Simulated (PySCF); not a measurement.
Gas-phase reaction: SiN + 3 H = H₂SiNH

Method: PySCF energies (xtb for GFN2) plus ideal-gas RRHO corrections (1 bar). † marks an energy on the PBE0/def2-TZVP geometry and frequencies; other levels use their own. 6-31G* has spherical d functions here. Open shells (unrestricted): SiN (multiplicity 2), H (multiplicity 2); the rest are closed-shell singlets. GFN2 has no spin-polarisation term. B3LYP is the form with VWN-RPA correlation. H₂SiNH: computed as isolated molecules; such fragments, hydroxides, amides, oligomers or adducts are transient or little studied in the gas. The harmonic model lacks anharmonicity and excited electronic states, which grow with temperature; levels with a mode under 35 cm⁻¹ are left out.

```json
[
 {"level": "B3LYP/6-31G*", "ΔE electronic, kJ": "-1000", "ΔH°(298 K), kJ": "-946", "ΔS°(298 K), J/K": "-315", "ΔG°(1000 K), kJ": "-615"},
 {"level": "B3LYP/def2-TZVP†", "ΔE electronic, kJ": "-1018", "ΔH°(298 K), kJ": "-964", "ΔS°(298 K), J/K": "-315", "ΔG°(1000 K), kJ": "-634"},
 {"level": "GFN2-xTB", "ΔE electronic, kJ": "-1193", "ΔH°(298 K), kJ": "-1142", "ΔS°(298 K), J/K": "-312", "ΔG°(1000 K), kJ": "-816"},
 {"level": "M06-2X/def2-TZVP†", "ΔE electronic, kJ": "-1017", "ΔH°(298 K), kJ": "-963", "ΔS°(298 K), J/K": "-315", "ΔG°(1000 K), kJ": "-633"},
 {"level": "PBE/def2-TZVP†", "ΔE electronic, kJ": "-986", "ΔH°(298 K), kJ": "-932", "ΔS°(298 K), J/K": "-315", "ΔG°(1000 K), kJ": "-601"},
 {"level": "PBE0/def2-QZVP†", "ΔE electronic, kJ": "-1012", "ΔH°(298 K), kJ": "-957", "ΔS°(298 K), J/K": "-315", "ΔG°(1000 K), kJ": "-627"},
 {"level": "PBE0/def2-TZVP", "ΔE electronic, kJ": "-1008", "ΔH°(298 K), kJ": "-954", "ΔS°(298 K), J/K": "-315", "ΔG°(1000 K), kJ": "-624"},
 {"level": "r2SCAN/def2-TZVP†", "ΔE electronic, kJ": "-1014", "ΔH°(298 K), kJ": "-960", "ΔS°(298 K), J/K": "-315", "ΔG°(1000 K), kJ": "-629"},
 {"level": "LDA/def2-TZVP†", "ΔE electronic, kJ": "-1099", "ΔH°(298 K), kJ": "-1045", "ΔS°(298 K), J/K": "-315", "ΔG°(1000 K), kJ": "-715"},
 {"level": "ωB97M-V/def2-TZVP†", "ΔE electronic, kJ": "-1027", "ΔH°(298 K), kJ": "-973", "ΔS°(298 K), J/K": "-315", "ΔG°(1000 K), kJ": "-642"},
 {"level": "ωB97X-V/def2-TZVP†", "ΔE electronic, kJ": "-1036", "ΔH°(298 K), kJ": "-982", "ΔS°(298 K), J/K": "-315", "ΔG°(1000 K), kJ": "-652"}
]
```
ΔH° is lowest at GFN2-xTB and highest at PBE/def2-TZVP†. No reference value is set beside these.
